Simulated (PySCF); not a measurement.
Fill in the blanks.

Compound: C4H5NO.
Atom-mapped SMILES: `[N:1]#[C:2][CH:3]1[CH2:4][O:5][CH2:6]1` (hydrogens: H7 on C3; H8, H9 on C4; H10, H11 on C6)

| property | level | value |
| --- | --- | --- |
| point group of the GFN2-xTB geometry | GFN2-xTB | ? |
| rotational constants A, B, C of the GFN2-xTB geometry | GFN2-xTB | 9.774, 2.568, 2.315 GHz |
| dipole moment | CAM-B3LYP/def2-SVPD | ? |
| HOMO energy | CAM-B3LYP/def2-SVPD | -9.48 eV |
| LUMO energy | CAM-B3LYP/def2-SVPD | ? |
| lowest singlet excitation | TDDFT CAM-B3LYP/def2-SVPD | ? |
| strongest line among the 8 lowest singlet transitions | TDDFT CAM-B3LYP/def2-SVPD | ? |
| lowest triplet excitation (Tamm–Dancoff) | TDA CAM-B3LYP/def2-SVPD | ? |
| static isotropic polarisability | CAM-B3LYP/def2-SVPD | ? |
| electronic spatial extent ⟨r²⟩ about the centre of nuclear charge | CAM-B3LYP/def2-SVPD | 540 bohr² |

The electronic properties come from PySCF, for the isolated species, density fitting.

Problem. What is the point group of the GFN2-xTB geometry?

Solution. Cs.

Problem. Give the static isotropic polarisability.

Solution. 51.4 au.

Problem. The lowest singlet excitation?

Solution. 6.99 eV (177 nm, f = 0.001).

Problem. What is the strongest line among the 8 lowest singlet transitions?

Solution. S3 at 7.51 eV (165 nm, f = 0.013).

Problem. Give the LUMO energy.

Solution. 0.92 eV.

Problem. The dipole moment?

Solution. 3.08 D.

Problem. Give the lowest triplet excitation (Tamm–Dancoff).

Solution. 6.39 eV.

The 8 singlets span 6.99 to 8.74 eV, and their oscillator strengths add up to 0.04. The largest Löwdin shares of the HOMO are 0.59 on O5, 0.10 on C4 and 0.10 on C6. The dipole matches unit charges of opposite sign 0.64 Å apart (1 e·Å = 4.8032 D). The polarisability is 7.62 Å³ as a volume (1 au = 0.148185 Å³), or 1.17 au for each of the 44 electrons. The vertical singlet–triplet gap S1 − T1 is 0.60 eV (TDDFT singlet less Tamm–Dancoff triplet).
